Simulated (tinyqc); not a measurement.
Stretching all distances: RHF, UHF, MP2, CISD and CCSD against full CI in the sto-6g basis, for H2O, spin multiplicity 1. Computed by the program tinyqc with PySCF. All coordinates are multiplied by the scale. c0^2 is the weight of the RHF determinant in the lowest singlet FCI state (UHF is spin-contaminated and may lie near states of higher spin) and n(LUMO) the first natural occupation beyond the occupied space.

Geometry (angstrom):
```
atom       x        y       z
O     0.0000   0.0000  0.0000
H     0.0000   0.7390  0.5390
H     0.0000  -0.7390  0.5390
```

Full CI energy (hartree) and errors against it (kcal/mol):
```
scale   distance 1-2 (angstrom)      E(FCI)       RHF      UHF      MP2     CISD     CCSD  <S^2> UHF    c0^2  n(LUMO)
0.8700                   0.7958  -75.596674   20.4074  20.4074   5.1232   0.1579   0.0407     0.0000  0.9868   0.0135
1.1500                   1.0519  -75.732288   39.5017  39.5017  11.9767   0.8245   0.1185     0.0000  0.9602   0.0408
1.4300                   1.3080  -75.659747   72.3554  69.1212  24.5669   3.7998   0.3761     0.4029  0.8925   0.1164
1.7100                   1.5641  -75.567989  120.8360  50.8519  42.7845  12.5028   0.5196     1.4188  0.7639   0.2682
1.9900                   1.8202  -75.505320  182.3845  23.1226  62.9182  28.3928  -3.0265     1.7838  0.5842   0.4885
```

What does the comparison show, and why?

UHF parts from RHF first at scale 1.43 of those listed, where <S^2> leaves zero. The weight c0^2 goes from 0.99 to 0.58 and n(LUMO) from 0.01 to 0.49: static correlation grows as the bonds break into open-shell fragments. The spread of the error along the curve, which distorts its shape, is CCSD 3.5, CISD 28.2, UHF 48.7, MP2 57.8, RHF 162.0 kcal/mol. Below FCI somewhere: CCSD, as non-variational methods may be.
